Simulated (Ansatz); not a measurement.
Start from AlN in the wurtzite structure (space group P6_3mc, No. 186; a = 3.114 Å, c = 4.984 Å).

The values are results of PBEsol in Ansatz (plane waves to 420 eV, PAW, no spin-orbit coupling), not measurements.

Now apply this change: Ga takes the place of Al on all its sites; the structure is relaxed again.

Measured band gap: AlN 6.51 eV (static lattice; corrected from measurement; as listed in Martin Feneberg et al., Physical Review B (2010)); GaN 3.68 eV (static lattice; corrected from measurement; as listed in Wei Chen et al., Physical Review Materials (2018)).

Measured lattice parameter a: AlN 3.1113 Å (0 K or low temperature; as listed in arXiv:1206.3780); GaN 3.189 Å (room temperature; as listed in M J Lucero, T M Henderson, G E Scuseria, Journal of Physics Condensed Matter (2012)).

Q: How well does PBEsol reproduce the measured shift?

A: With PBEsol the band gap moves by -2.22 eV (4.09 → 1.88) against -2.83 eV measured; the lattice parameter a moves by +0.069 Å (3.114 → 3.183) against +0.078 Å measured.

Whether these cells are dynamically stable was not tested.

Ansatz is a first-principles code.
